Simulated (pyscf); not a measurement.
Single points on ωB97X-D3(BJ)/def2-SVP structures (PySCF, gas phase).

Question: For the elementary gas-phase step `[Cl][CH]([Cl])[Cl]` + `[CH3]` [doublet] → `[Cl]` [doublet] + `[CH3][CH]([Cl])[Cl]` (doublet surface; C–Cl broken, C–C formed), what barrier and reaction energy does ωB97M-D3(BJ)/def2-TZVP give, measured from the separated reactants?

Answer: ΔE‡ = 47.8 kcal/mol, ΔE = -18.2 kcal/mol. Zero-point energy shifts the barrier by +3.0 kcal/mol. It is a substitution at C, with an imaginary mode of 669i cm⁻¹. One saddle was located; it need not be the lowest between these sides. The angle at the attacked C is 77°: a side-on saddle, likely not the lowest. Left out: the spin-orbit lowering of Cl.
